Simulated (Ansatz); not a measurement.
Born–Oppenheimer molecular dynamics of H8OSi2 (11 atoms, charge 0, multiplicity 1). It starts at the highest image of a converged band. Of that band: Neighbouring images differ by up to 1.6 eV, so the band resolves the path poorly. A vibrational analysis at the climbing image gives one clearly imaginary mode, 1237i cm⁻¹: a first-order saddle point.

Level of theory: RKS PBE/6-31G* (Ansatz).

```yaml
ensemble: NVE (velocity Verlet)
time_step: 0.5 fs
steps_asked: 200
starting_velocities_drawn_for: 300 K
seed: 5115
```

First frame:

```xyz
11
Properties=species:S:1:pos:R:3
Si 0.330 -0.097 -0.141
O -0.217 -0.225 1.728
H -1.178 -0.411 1.855
H 1.698 0.440 -0.443
Si -1.099 1.793 -0.423
H -2.532 1.489 -0.060
H -0.692 2.984 0.400
H -1.102 2.219 -1.867
H -0.170 -1.056 -1.188
H 1.081 -1.492 0.637
H 0.429 -1.165 1.510
```

Task: What does the run give?

Result: The run went to its last step.

| Quantity | Value |
| --- | --- |
| steps done | 200 |
| time covered | 100 fs |
| mean temperature over the second half | 1310 K |
| spread of the potential energy over the second half | 9.4 meV per atom |
| mean potential energy of the second half above the start | -106.8 meV per atom |

The conserved energy stayed within 0.2 meV per atom of its start (net change 0.069 meV per atom), so the integration is sound. The kinetic energy rose, since the run started high on the potential surface and went downhill. It ends in pieces (H2O + H6Si2), so much of that is their flight and rotation, not heat. A run of 0.1 ps of so small a system gives no equilibrium averages. The orbitals stay closed-shell, which can raise the energy where a bond breaks towards radicals; this wasn't checked here.

Task: What happens to the structure?

Result: Between its relaxed ends the band would form Si1–H10, O2–H11 and break Si1–O2, H10–H11. These pairs go: Si1–H10 1.77 → 1.56 Å, O2–H11 1.16 → 1.00 Å, Si1–O2 1.95 → 5.29 Å, H10–H11 1.14 → 4.90 Å. In the last frame they stand as after the step (other bonds may differ from the relaxed reactants and products). It ends as H2O + H6Si2. Pairs count as bonded within 1.25 times the sum of covalent radii (0.12 Å more for H–H). Another seed would give other details.

Task: How do temperature and energy run in time?

Result: 
```
time (fs)  T (K)  potential energy less start (eV)  conserved less start (meV/atom)
        0    300                             0.000                             0.00
        5    235                             0.076                             0.10
       10    343                            -0.049                             0.06
       15    488                            -0.218                             0.07
       20    647                            -0.403                             0.07
       25    724                            -0.492                             0.09
       30    882                            -0.676                             0.09
       35    911                            -0.709                             0.12
       40   1116                            -0.949                             0.05
       45   1151                            -0.989                             0.10
       50   1339                            -1.209                             0.00
       55   1432                            -1.317                             0.00
       60   1431                            -1.316                            -0.02
       65   1349                            -1.221                            -0.03
       70   1351                            -1.222                             0.01
       75   1233                            -1.084                             0.06
       80   1162                            -1.001                             0.10
       85   1146                            -0.983                             0.16
       90   1245                            -1.097                             0.14
       95   1369                            -1.242                             0.11
      100   1381                            -1.257                             0.07
```

Time of the run: 5.7 min on 1 thread of Arm Neoverse V2, with other jobs on the host, peak memory 0.11 GiB.
